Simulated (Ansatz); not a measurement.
**Molecular dynamics, step by step**

CH6N, doublet, PBE-D4/def2-SVP (Ansatz 0.2.0). Settings (timestep in fs, temperature in K, friction in 1/fs; T counts 24 degrees of freedom, while the starting velocities carry no drift of the centre of mass, so T starts below the set value):

```yaml
hamiltonian: {xc: pbe, dispersion: d4}
md: {n_steps: 80, timestep: 0.25, temperature: 300, ensemble: nvt_langevin, seed: 536, friction: 0.05, initial_velocities: maxwell_boltzmann}
```

Start, the saddle point found with PBE0-D4 in triple zeta (not stationary at another level):

```
8
angstrom
H -0.2067 -0.2790 -0.1103
N -0.9697 -0.3530 -1.1244
C 0.6241 0.0208 0.8585
H -1.5364 0.4870 -0.9873
H -0.3150 -0.0906 -1.8650
H -0.0181 0.1708 1.7231
H 1.1753 0.9119 0.5716
H 1.2465 -0.8677 0.9338
```

| step | time (fs) | potential energy less the start (meV) | kinetic energy (meV) | T (K) |
| --- | --- | --- | --- | --- |
| 0 | 0.00 | 0.0 | 271.4 | 262 |
| 5 | 1.25 | 19.1 | 190.7 | 184 |
| 10 | 2.50 | 38.4 | 153.0 | 148 |
| 15 | 3.75 | 58.6 | 143.2 | 138 |
| 20 | 5.00 | 61.2 | 110.1 | 106 |
| 25 | 6.25 | 49.2 | 131.4 | 127 |
| 30 | 7.50 | 43.4 | 119.0 | 115 |
| 35 | 8.75 | 12.8 | 198.6 | 192 |
| 40 | 10.00 | -14.8 | 255.1 | 247 |
| 45 | 11.25 | -9.1 | 331.9 | 321 |
| 50 | 12.50 | 34.8 | 354.3 | 343 |
| 55 | 13.75 | 55.9 | 361.5 | 350 |
| 60 | 15.00 | 54.4 | 382.9 | 370 |
| 65 | 16.25 | 58.8 | 340.1 | 329 |
| 70 | 17.50 | 70.3 | 337.4 | 326 |
| 75 | 18.75 | 67.4 | 435.9 | 422 |
| 80 | 20.00 | 29.0 | 434.9 | 421 |

Step 25, positions (Å) and forces (eV/Å):

| atom | x | y | z | Fx | Fy | Fz |
| --- | --- | --- | --- | --- | --- | --- |
| H1 | -0.334 | -0.267 | -0.066 | 0.265 | -0.454 | -0.486 |
| N2 | -0.972 | -0.348 | -1.108 | -0.809 | 0.701 | 0.336 |
| C3 | 0.650 | 0.003 | 0.833 | -0.783 | 0.349 | 1.204 |
| H4 | -1.549 | 0.531 | -0.955 | 0.432 | -0.609 | -0.345 |
| H5 | -0.277 | -0.045 | -1.817 | 0.023 | 0.072 | 0.063 |
| H6 | 0.013 | 0.198 | 1.740 | 0.356 | -0.162 | -0.421 |
| H7 | 1.131 | 0.936 | 0.503 | 0.393 | -0.144 | -0.109 |
| H8 | 1.236 | -0.930 | 0.937 | 0.123 | 0.247 | -0.243 |

Step 35, positions (Å) and forces (eV/Å):

```csv
atom,x,y,z,Fx,Fy,Fz
H1,-0.305,-0.314,-0.106,-0.174,-0.293,-0.343
N2,-0.977,-0.347,-1.106,-0.798,-0.321,0.768
C3,0.661,-0.003,0.825,-0.589,0.268,1.048
H4,-1.555,0.505,-0.970,0.036,0.036,-0.049
H5,-0.284,-0.048,-1.782,0.658,0.334,-0.766
H6,0.045,0.196,1.742,0.269,-0.173,-0.407
H7,1.117,0.923,0.452,0.433,-0.075,-0.086
H8,1.248,-0.937,0.896,0.166,0.224,-0.164
```

Step 60, positions (Å) and forces (eV/Å):

| atom | x | y | z | Fx | Fy | Fz |
| --- | --- | --- | --- | --- | --- | --- |
| H1 | -0.292 | -0.438 | -0.264 | -0.634 | -0.033 | 0.373 |
| N2 | -0.985 | -0.373 | -1.106 | 0.249 | 0.475 | -1.366 |
| C3 | 0.686 | -0.006 | 0.832 | 1.104 | 1.303 | -0.915 |
| H4 | -1.541 | 0.500 | -0.981 | 0.105 | -0.289 | 0.406 |
| H5 | -0.300 | -0.021 | -1.827 | -0.432 | -0.395 | 0.188 |
| H6 | 0.220 | 0.127 | 1.804 | -0.300 | 0.267 | 0.332 |
| H7 | 1.135 | 0.854 | 0.252 | -0.535 | -0.297 | 0.878 |
| H8 | 1.319 | -0.866 | 0.706 | 0.443 | -1.032 | 0.104 |

Last step (80):

H1  (-0.361, -0.569, -0.301)
N2  (-1.003, -0.403, -1.123)
C3  (0.727, 0.017, 0.827)
H4  (-1.535, 0.446, -0.953)
H5  (-0.438, -0.093, -1.889)
H6  (0.364, 0.123, 1.863)
H7  (1.120, 0.839, 0.257)
H8  (1.350, -0.907, 0.583)
(Å)

The run took about 58 s on 2 CPU threads of an Arm Neoverse V2 (shared host).
